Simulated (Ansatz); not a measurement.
Process, species as SMILES: OO (H2O2) → 2 [OH] (OH)
B3LYP-D3(BJ)/def2-TZVP geometries, fixed; electronic energies without zero-point terms.

Basis-set convergence of the bond dissociation energy at PBE0 with Ansatz (a quantum-chemistry and plane-wave program). All functions are spherical. The program fits the integrals of some runs and decomposes those of others, by size. Open shells are unrestricted. No added dispersion term, no relativity. Functions are those of the species that has most. Reference: the value in aug-pcseg-3, 52.02 kcal/mol, itself unsure by roughly 0.12 kcal/mol (its mean distance from aug-cc-pVQZ, cc-pV5Z, def2-QZVPPD). Deviations are taken from unrounded values.

| basis | functions | bond dissociation energy (kcal/mol) | minus reference (kcal/mol) |
|---|---|---|---|
| cc-pVDZ | 38 | 53.99 | 1.97 |
| aug-cc-pVDZ | 64 | 51.39 | -0.63 |
| cc-pVTZ | 88 | 53.31 | 1.29 |
| jun-cc-pV(T+d)Z | 106 | 51.75 | -0.27 |
| aug-cc-pVTZ | 138 | 51.89 | -0.13 |
| cc-pVQZ | 170 | 52.61 | 0.58 |
| aug-cc-pVQZ | 252 | 51.98 | -0.04 |
| cc-pV5Z | 292 | 52.11 | 0.09 |

The smallest set listed that lies within 1 kcal/mol of the reference with all its larger relatives (same family, alike in diffuse functions; a set with none counts only in the reference's own line) is aug-cc-pVDZ (64 functions, -0.63 kcal/mol off).
